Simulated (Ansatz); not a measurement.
Input file:

```yaml
crystal:
  periodic: [false, false, false]
  atoms:
    - {symbol: N, position_ang: [0.000000, -0.088225, 0.534340]}
    - {symbol: N, position_ang: [0.000000, 0.037912, -0.623485]}
    - {symbol: H, position_ang: [0.000000, 0.699172, 1.238786]}
basis:
  gaussian: {orbitals: cc-pVDZ}
magnetization: {spin_polarized: false, initial_magnetization: 1}
correlation: {method: bccd_t, electrons: outside_noble_gas}
```

```sh
$ ansatz run in.yaml --threads 1 --pin off --events-out ev --progress --plain --max-ram 2393MiB
```

**Question.** Roughly how long does this take on 1 thread of Arm Neoverse V1, shared host, and how much host memory?

**Answer.** 1.2 s wall and 0.1 GiB.

```
319 factors; integrals over basis functions are off by at most 1.6e-3 eV
mean field evaluation 1: about -2976.9725 eV, gradient 1.3e1 eV
mean field evaluation 2: about -2976.9755 eV, gradient 1.3e1 eV
mean field evaluation 4: about -2977.5576 eV, gradient 3.3e0 eV
mean field evaluation 8: about -2977.6224 eV, gradient 2.8e-1 eV
mean field evaluation 16: about -2977.6029 eV, gradient 1.2e0 eV
mean field evaluation 32: about -2975.7819 eV, gradient 6.3e-4 eV
mean field -2977.62406461 eV, -109.4256660683 hartree, gradient 7.2e-6 eV, S^2 0.750000; 1 other end points of the search recorded, 0 dependent functions left out
mean field evaluation 64: about -2977.5218 eV, gradient 1.8e0 eV
determinant -2977.62406461 eV, -109.4256660683 hartree, with singles and doubles -2986.40465992 eV, -109.7483469944 hartree
determinant -2975.78188296 eV, -109.3579671414 hartree, with singles and doubles -2984.53863671 eV, -109.6797719063 hartree
2 core orbitals not correlated: weight in the atoms' cores, before any rotation towards them, 1.000 or more for the frozen orbitals, at most 0.000 for the correlated occupied ones
reference -2977.62406461 eV, -109.4256660683 hartree; 6, 5 occupied and 25, 26 virtual orbitals, 319 factors
second order -8.27283285 eV of doubles, -0.11354242 eV of singles
cycle   1  -8.75260449 eV  change    2.8e-2 eV  update   1.2e-2
cycle   2  -8.75996388 eV  change   -7.4e-3 eV  update   5.1e-3
cycle   3  -8.76100695 eV  change   -1.0e-3 eV  update   2.0e-3
cycle   4  -8.75748288 eV  change    3.5e-3 eV  update   1.1e-3
cycle   5  -8.75805195 eV  change   -5.7e-4 eV  update   4.5e-4
cycle   6  -8.75790570 eV  change    1.5e-4 eV  update   1.8e-4
cycle   7  -8.75790441 eV  change    1.3e-6 eV  update   5.9e-5
cycle   8  -8.75790997 eV  change   -5.6e-6 eV  update   2.0e-5
cycle   9  -8.75790689 eV  change    3.1e-6 eV  update   7.1e-6
perturbative correction -0.33495306 eV, -0.0123092979 hartree
Total energy: -2986.71692455 eV, -109.7598225079 hartree
```

For the same geometry and basis UCCSDT(Q) lies 49.1 meV lower.
